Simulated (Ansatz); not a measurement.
These are frozen-core CCSD(T)/cc-pVTZ // PBE0-D4/def2-TZVP run with Ansatz (a first-principles code) values and carry that method's errors.

Ansatz 0.2 input:
```yaml
crystal:
  periodic: [false, false, false]
  atoms:
    - { symbol: C, position_ang: [0.741115, -0.000008, -0.000005] }
    - { symbol: S, position_ang: [-0.741115, 0.000008, 0.000005] }
basis:
  gaussian: { orbitals: cc-pVTZ }
correlation:
  method: ccsd_t
total_charge: 1
magnetization:
  spin_polarized: true
  initial_magnetization: 1
```

Output:

```
Functional definition: HF
376 factors; integrals over basis functions are off by at most 1.3e-3 eV
mean field evaluation 1: about -11834.6756 eV, gradient 1.1e1 eV
mean field evaluation 2: about -11834.8995 eV, gradient 1.1e1 eV
mean field evaluation 4: about -11835.9430 eV, gradient 2.3e0 eV
mean field evaluation 8: about -11836.2240 eV, gradient 1.3e0 eV
mean field evaluation 16: about -11836.6504 eV, gradient 2.4e-6 eV
mean field evaluation 32: about -11836.6504 eV, gradient 2.6e-6 eV
mean field evaluation 64: about -11835.7091 eV, gradient 1.7e0 eV
mean field evaluation 96: about -11834.7469 eV, gradient 1.1e-2 eV
mean field evaluation 128: about -11834.7469 eV, gradient 1.8e-6 eV
mean field evaluation 160: about -11819.0988 eV, gradient 2.1e1 eV
mean field evaluation 192: about -11807.4097 eV, gradient 1.4e1 eV
mean field evaluation 224: about -11826.8339 eV, gradient 4.6e0 eV
mean field evaluation 256: about -11834.7300 eV, gradient 3.6e-1 eV
mean field evaluation 288: about -11833.8944 eV, gradient 1.1e1 eV
mean field evaluation 320: about -11834.7469 eV, gradient 2.1e-2 eV
mean field evaluation 352: about -11834.7466 eV, gradient 4.4e-2 eV
mean field evaluation 384: about -11830.1553 eV, gradient 9.5e0 eV
mean field evaluation 416: about -11830.0253 eV, gradient 6.7e-1 eV
mean field -11836.65039149 eV, -434.9888787174 hartree, gradient 1.9e-6 eV, S^2 1.441968; 5 other end points of the search recorded, 0 dependent functions left out
determinant -11836.65039149 eV, -434.9888787174 hartree, with singles and doubles -11843.99182938 eV, -435.2586715837 hartree
determinant -11834.74691105 eV, -434.9189271017 hartree, with singles and doubles -11842.19547704 eV, -435.1926568530 hartree
6 core orbitals not correlated
reference -11836.65039149 eV, -434.9888787174 hartree; 5, 4 occupied and 53, 54 virtual orbitals, 376 factors
second order -6.04657520 eV of doubles, -0.00000000 eV of singles
cycle   1  -7.30919742 eV  change   -4.0e-1 eV  update   2.6e-2
cycle   2  -7.33476189 eV  change   -2.6e-2 eV  update   7.6e-3
cycle   3  -7.34571070 eV  change   -1.1e-2 eV  update   4.2e-3
cycle   4  -7.36000766 eV  change   -1.4e-2 eV  update   2.5e-3
cycle   5  -7.37018012 eV  change   -1.0e-2 eV  update   1.4e-3
cycle   6  -7.37307933 eV  change   -2.9e-3 eV  update   4.9e-4
cycle   7  -7.37365764 eV  change   -5.8e-4 eV  update   1.8e-4
cycle   8  -7.37384091 eV  change   -1.8e-4 eV  update   9.1e-5
cycle   9  -7.37382176 eV  change    1.9e-5 eV  update   4.6e-5
cycle  10  -7.37379927 eV  change    2.2e-5 eV  update   2.3e-5
cycle  11  -7.37380116 eV  change   -1.9e-6 eV  update   7.2e-6
perturbative correction -0.48043791 eV, -0.0176557675 hartree
Total energy: -11844.50463056 eV, -435.2775166795 hartree
```

Cost: about 4 core-seconds (a rough figure).
